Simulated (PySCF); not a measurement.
Two structures of SiNH$_{7}$O, singlet, reached by relaxing down either side of one saddle point (PBE0-D4/def2-TZVP). Energies are electronic, without zero-point energy. PySCF 2.14 with density fitting (its default auxiliary sets; JK sets also for MP2 and CCSD(T)); basis: def2-TZVPP and def2-QZVPP; cores frozen in the correlated methods. Extrapolation: Hartree–Fock as exp(−7.88 √X), correlation as X^−2.97. First:

```
10
angstrom
Si -0.2220 -0.1798 0.3968
H 1.0423 -0.8255 -0.0433
H -1.3237 -0.6304 -0.4975
H -0.1263 1.3013 0.3358
N -0.4181 -0.5818 2.0660
H 1.3084 0.2192 -2.5488
O 0.4928 0.7166 -2.4523
H -1.1204 -0.0996 2.6046
H -0.3696 -1.5487 2.3465
H 0.7680 1.6147 -2.2542
```

Second:

```
10
angstrom
Si -0.8303 0.5073 -0.2634
H 1.7940 -2.3245 -0.6391
H -1.5256 -0.5935 -0.9653
H -1.6646 1.7335 -0.1544
N -0.4809 0.0759 1.3478
H 1.6299 -1.6434 -0.9009
O 0.4768 0.7751 -1.2357
H -0.5556 0.7260 2.1101
H -0.0163 -0.7769 1.6092
H 1.0871 1.4633 -0.9667
```

(1) Which bonds change from the first to the second?

(2) Give the saddle point's structure and its height above each. (Judge from chemistry; the value comes from the calculation.)

The T1 diagnostic stays at or below 0.012.

Answers

(1) SiNH₅ ([NH2][SiH3]) + H₂O → SiNH₅O ([NH2][SiH2][OH]) + H₂; bonds formed: Si1–O7, H2–H6; bonds broken: Si1–H2, H6–O7.

(2) The calculation gives: 1.463 eV above the first and 2.341 eV above the second (CCSD(T) at an estimated basis limit (MP2 extrapolated from triple and quadruple zeta, plus CCSD(T) − MP2 in triple zeta)).
```xyz
10
angstrom
Si -0.5381 -0.1012 -0.1756
H 0.7765 -1.2084 -0.5083
H -1.4730 -1.0505 -0.8332
H -1.3562 1.1628 -0.1009
N -0.0474 -0.1497 1.4592
H 1.0770 -0.2798 -1.1653
O 0.5743 0.6595 -1.4788
H -0.5338 0.3906 2.1559
H 0.5090 -0.8950 1.8414
H 1.0116 1.4717 -1.1947
```

Labels in which every atom is bracketed show which atoms are joined, not bond orders.

For scale, one of the runs: CCSD(T)/def2-TZVPP, 202 basis functions, launched by `OMP_NUM_THREADS=4 python run.py`. Hardware: 4 CPU threads of an Arm Neoverse V2, shared host. Wall time 5.9 min; peak host memory 2.5 GiB.
